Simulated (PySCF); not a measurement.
A GIAO shielding run with PySCF 2.14.0 with density-fitted response routines (density fitting, non-relativistic, gas phase) on SMILES S=C=S, CS2:

```
$ OMP_NUM_THREADS=1 python probes_run.py task.json out

{"job": {"kind": "nmr", "xc": "wB97X-D", "basis": "pcSseg-2", "pop": false}, "charge": 0, "multiplicity": 1}
S     -1.443931     0.386775     0.002608
C      0.070174     0.061943    -0.008371
S      1.584163    -0.261940    -0.019335
```

Hardware: 1 thread of an Arm Neoverse N1, shared host.

Q: How large is the calculation?

A: 38 electrons, 122 basis functions and 412 auxiliary functions.

Q: How long does it take, and how much memory does it need?

A: 6.7 s of wall time, with 12 SCF cycles and 7 response iterations; peak memory 0.42 GiB. Times on a shared host scatter by some tens of per cent.

Q: And these other runs on the same molecule and hardware: GIAO shielding at B97-2/pcSseg-2; GIAO shielding at KT3/pcSseg-2; GIAO shielding at PBE0/pcSseg-2?

A: B97-2/pcSseg-2: 122 functions, 5.2 s; KT3/pcSseg-2: 122 functions, 6.8 s; PBE0/pcSseg-2: 122 functions, 8.8 s.
